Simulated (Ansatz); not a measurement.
Program: Ansatz.

Input:

```yaml
crystal:
  periodic: [false, false, false]
  atoms:
    - { symbol: F, position_ang: [-0.584399, 0.212572, -0.295185] }
    - { symbol: F, position_ang: [0.584399, -0.212572, 0.295185] }
magnetization:
  spin_polarized: true
basis:
  gaussian: { orbitals: def2-SVP }
hamiltonian:
  xc: pbe0
  dispersion: d4
md:
  timestep: 1.0
  n_steps: 25
  ensemble: NVE
  temperature: 1500.0
  initial_velocities: maxwell_boltzmann
  seed: 518863
```

Command:

```bash
$ ansatz run input.yaml --threads 1 --pin off --max-ram 2048MiB --backend cpu --events-out ev --progress --plain --runs-dir out
```

Problem. What happens when this is run?

Solution. The input was rejected before any iteration.

```
Error: YAML parse error: error: line 16 column 13: unknown variant `NVE`, expected one of nve, nve_milne, nvt_langevin, nvt_nose_hoover, npt_langevin
  --> <input>:16:13
   |
14 |   timestep: 1.0
15 |   n_steps: 25
16 |   ensemble: NVE
   |             ^ unknown variant `NVE`, expected one of nve, nve_milne, nvt_langevin, nvt_nose_hoover, npt_langevin
17 |   temperature: 1500.0
18 |   initial_velocities: maxwell_boltzmann
```
